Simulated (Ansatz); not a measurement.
Input for Ansatz (development build ahead of 0.2.0):

```yaml
crystal:
  periodic: [false, false, false]
  atoms:
    - { symbol: "N", position_ang: [0.01716, -0.04139, -0.10867] }
    - { symbol: H, position_ang: [0.01863, -0.00725, 0.96176] }
basis:
  gaussian: { orbitals: aug-cc-pVDZ }
magnetization:
  spin_polarized: true
  initial_magnetization: 2
hamiltonian:
  xc: hf
correlation:
  method: mp2
  frozen_orbitals: { H: 0, "N": 1 }
```

The input is written out in the form of the current development build from the run's settings.

Results

* Converged: yes
* Reference energy: -54.97070 hartree
* Correlation energy: -0.11131 hartree
* Total energy: -55.08201 hartree
* Spin squared of the determinant: 2.017
